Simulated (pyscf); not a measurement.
H₂N–B(NH₂)–F + ammonia (NH₃) → H₂N–B(NH₂)–NH₂ + hydrogen fluoride (HF) (four-centre exchange; singlet surface; B–F, H–N broken, B–N, F–H formed). Structures and frequencies: ωB97X-D3(BJ)/def2-SVP in PySCF. Energies in kcal/mol from the separated reactants.

```tsv
level	barrier	reaction energy
ωB97X-D3(BJ)/def2-TZVP	29.2	+17.3
r²SCAN/def2-TZVP	[?]	[?]
PBE0-D3(BJ)/def2-TZVP	[?]	+16.9
M06-2X/def2-TZVP	30.8	+17.5
ωB97M-D3(BJ)/def2-TZVP	29.1	+17.5
HF/def2-TZVP	47.9	+20.5
```

Some entries are withheld; supply them.


- r²SCAN/def2-TZVP, barrier: 27.6
- r²SCAN/def2-TZVP, reaction energy: +18.8
- PBE0-D3(BJ)/def2-TZVP, barrier: 27.1

The functionals in the table span 3.7 kcal/mol in this barrier, from PBE0-D3(BJ) to M06-2X. On the reactant side the descent ends in an adduct with a B–N contact, 3.6 kcal/mol over the separated species and 25.6 kcal/mol under the saddle at ωB97X-D3(BJ)/def2-TZVP. On the product side the descent ends in a bound adduct, 11.6 kcal/mol under the separated species and 23.5 kcal/mol under the saddle at ωB97X-D3(BJ)/def2-TZVP. What is counted as formed (B–N) is already present as a longer contact in the reactant adduct; forming that adduct is a step of its own. This is the saddle that the search found; another between the same sides may lie lower.
